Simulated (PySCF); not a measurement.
**HNO3 (peroxynitrous acid): levels of theory compared**

We compute a comparison of 5 runs (HF/3-21G, B3LYP/6-31G*, PBE0/6-31G**, PBE0/def2-SVP, r2SCAN/def2-TZVP) of HNO3 (peroxynitrous acid). Input form: a Python script.

Program for the calculation: PySCF 2.14.0.

## Step 1: Starting point

HNO3 has 5 atoms, charge 0, and is taken as a singlet. SMILES: `O=NOO`. The shape is that of a GFN2-xTB optimisation. This is one conformer, not always the lowest.

Bond lengths: O1–N2 1.201 Å, N2–O3 1.273 Å, O3–O4 1.436 Å, O4–H5 0.984 Å. Angles: O1–N2–O3 119.9°, N2–O3–O4 119.3°, O3–O4–H5 102.4°.

## Step 2: Energy and forces at HF/3-21G (run 1)

The input, job.py:

```python
from pyscf import gto, scf

molecule = gto.M(
    atom='''
O    0.065910  -0.913420   1.047340
N   -0.887330  -0.616080   0.379900
O   -0.768700   0.249290  -0.545570
O    0.510450   0.860430  -0.776300
H    1.079670   0.419780  -0.105350
''',
    basis='3-21g',
    max_memory=1860,
    verbose=4,
    charge=0,
)

mf = scf.RHF(molecule)
mf.conv_tol = 1e-10
mf.kernel()
if not mf.converged:
    mf = mf.newton().run(mf.mo_coeff, mf.mo_occ)

energy = mf.e_tot
print('Final energy', energy)
grad = mf.nuc_grad_method().kernel()
dip = mf.dip_moment()
pop, q = mf.mulliken_pop()
```

Command:

```console
$ OMP_NUM_THREADS=1 python job.py
```

Log:

```text
PySCF version 2.14.0

[... 65 lines left out ...]
converged SCF energy = -277.802989335615
Final energy -277.8029893356149
[... 11 lines left out ...]
Dipole moment(X, Y, Z, Debye):  1.32998, -0.04913,  0.47736
[... 44 lines left out ...]
charge of    4H =      0.43777
```

Wall time 2.4 s (1 thread of Intel Xeon at 2.50GHz (Skylake/Cascade Lake), shared host); peak memory 0.12 GiB.

## Step 3: Energy and gradient at B3LYP/6-31G(d) (spherical functions) (run 2)

The input, job.py:

```python
# peroxynitrous acid
import pyscf.grad
from pyscf import gto, dft

mol = gto.M(
    atom=[
    ('O', (0.065910, -0.913420, 1.047340)),
    ('N', (-0.887330, -0.616080, 0.379900)),
    ('O', (-0.768700, 0.249290, -0.545570)),
    ('O', (0.510450, 0.860430, -0.776300)),
    ('H', (1.079670, 0.419780, -0.105350)),
],
    verbose=3,
    max_memory=1860,
    basis='6-31g*',
)

myscf = dft.RKS(mol)
myscf.xc = 'b3lyp'
myscf.conv_tol = 1e-10
myscf.grids.level = 5
myscf.kernel()
if not myscf.converged:
    myscf = myscf.newton().run(myscf.mo_coeff, myscf.mo_occ)

e_tot = myscf.e_tot
print(f'total energy: {e_tot:.8f} hartree')
grad = myscf.Gradients().kernel()
myscf.analyze()
```

Command:

```console
$ OMP_NUM_THREADS=1 python job.py
```

Log:

```text
converged SCF energy = -280.818624399106
[... 11 lines left out ...]
MO #2   energy= -19.2431301567707  occ= 2
[... 6 lines left out ...]
MO #9   energy= -0.595154815536779 occ= 2
[... 6 lines left out ...]
MO #16  energy= -0.303916121948668 occ= 2
[... 6 lines left out ...]
MO #23  energy= 0.622809460354804  occ= 0
[... 6 lines left out ...]
MO #30  energy= 0.895015992551123  occ= 0
[... 6 lines left out ...]
MO #37  energy= 1.32742575436667   occ= 0
[... 6 lines left out ...]
MO #44  energy= 1.78217061005851   occ= 0
[... 6 lines left out ...]
MO #51  energy= 2.38588722550066   occ= 0
[... 6 lines left out ...]
MO #58  energy= 3.09687949012743   occ= 0
[... 6 lines left out ...]
Dipole moment(X, Y, Z, Debye):  0.88097,  0.11654,  0.14357
```

Run time: 26 s. Hardware: 1 thread of Intel Xeon at 2.50GHz (Skylake/Cascade Lake), shared host; peak memory 0.58 GiB.

## Step 4: Energy and gradient at PBE0/6-31G(d,p) (spherical functions) (run 3)

The input, start.xyz:

```xyz
5

O      0.065910    -0.913420     1.047340
N     -0.887330    -0.616080     0.379900
O     -0.768700     0.249290    -0.545570
O      0.510450     0.860430    -0.776300
H      1.079670     0.419780    -0.105350
```

The input, calc.py:

```python
from pyscf import gto, dft

mol = gto.M(
    atom='start.xyz',
    verbose=3,
    basis='6-31g**',
    max_memory=1860,
    spin=0,
)

ks = dft.RKS(mol, xc='pbe0')
ks.conv_tol = 1e-10
ks.grids.level = 5
ks.kernel()
if not ks.converged:
    ks = ks.newton().run(ks.mo_coeff, ks.mo_occ)

e_final = ks.e_tot
print('E(%s) = %.9f' % ('PBE0', e_final))
grad = ks.nuc_grad_method().kernel()
ks.analyze()
```

Command:

```console
$ OMP_NUM_THREADS=1 python calc.py
```

Log:

```text
converged SCF energy = -280.536422916189
[... 14 lines left out ...]
MO #5   energy= -1.32040030604657  occ= 2
[... 7 lines left out ...]
MO #13  energy= -0.438712800683877 occ= 2
[... 7 lines left out ...]
MO #21  energy= 0.354253895874384  occ= 0
[... 7 lines left out ...]
MO #29  energy= 0.862120623526201  occ= 0
[... 7 lines left out ...]
MO #37  energy= 1.32102264832916   occ= 0
[... 7 lines left out ...]
MO #45  energy= 1.78839138283873   occ= 0
[... 7 lines left out ...]
MO #53  energy= 2.46417005721496   occ= 0
[... 7 lines left out ...]
MO #61  energy= 3.43529140988416   occ= 0
[... 6 lines left out ...]
Dipole moment(X, Y, Z, Debye):  0.90099,  0.12504,  0.14122
```

It took 27 s on 1 thread of Intel Xeon at 2.50GHz (Skylake/Cascade Lake), shared host; peak memory 0.61 GiB.

Run 4 isn't shown in full; the table further down has it.

## Step 5: Energy and forces at r2SCAN/def2-TZVP (run 5)

The input, job.py:

```python
import pyscf.grad
from pyscf import gto, dft

mol = gto.M(
    atom='''
O        0.065910      -0.913420       1.047340
N       -0.887330      -0.616080       0.379900
O       -0.768700       0.249290      -0.545570
O        0.510450       0.860430      -0.776300
H        1.079670       0.419780      -0.105350
''',
    spin=0,
    verbose=3,
    max_memory=1860,
    basis='def2-tzvp',
)

mf = dft.RKS(mol)
mf.xc = 'r2scan'
mf.grids.level = 5
mf.conv_tol = 1e-10
mf.kernel()
if not mf.converged:
    mf = mf.newton().run(mf.mo_coeff, mf.mo_occ)

e_tot = mf.e_tot
print(f'total energy: {e_tot:.8f} hartree')
grad = mf.Gradients().kernel()
dip = mf.dip_moment()
pop, q = mf.mulliken_pop()
```

Command:

```console
$ OMP_NUM_THREADS=1 python job.py
```

Log:

```text
converged SCF energy = -280.832569905091
total energy: -280.83256991 hartree
[... 8 lines left out ...]
Dipole moment(X, Y, Z, Debye):  0.82439,  0.16525,  0.07081
[... 136 lines left out ...]
charge of    4H =      0.33673
```

Run time: 2 min. Hardware: 1 thread of Intel Xeon at 2.50GHz (Skylake/Cascade Lake), shared host; peak memory 1.4 GiB.

## Step 6: All runs side by side

```tsv
run	level	integration grid	energy (Eh)	dipole moment (D)	HOMO energy (eV)	LUMO energy (eV)	wall time
1	HF/3-21G	–	-277.802989	1.41	-13.08	2.30	2.4 s
2	B3LYP/6-31G* (spherical functions)	5	-280.818624	0.90	-8.27	-2.30	26 s
3	PBE0/6-31G** (spherical functions)	5	-280.536423	0.92	-8.59	-2.04	27 s
4	PBE0/def2-SVP	5	-280.320669	0.99	-8.70	-2.24	24 s
5	r2SCAN/def2-TZVP	5	-280.832570	0.84	-7.51	-3.32	2 min
```

## Step 7: Outcome

```
                       quantity          value
            run 5: total energy  -280.83257 Eh
           run 5: dipole moment         0.84 D
             run 5: HOMO energy       -7.51 eV
             run 5: LUMO energy       -3.32 eV
           run 5: HOMO–LUMO gap        4.19 eV
run 5: largest force on an atom     2.506 eV/Å
```

The dipole moment (its size) runs from 0.84 D (r2SCAN/def2-TZVP) to 1.41 D (HF/3-21G). The two ends differ in method and basis. The HOMO–LUMO gap runs from 4.19 eV (r2SCAN/def2-TZVP) to 15.38 eV (HF/3-21G). Totals of different functionals can't be ranked against each other. All runs together took 3.3 min, the longest 2 min.
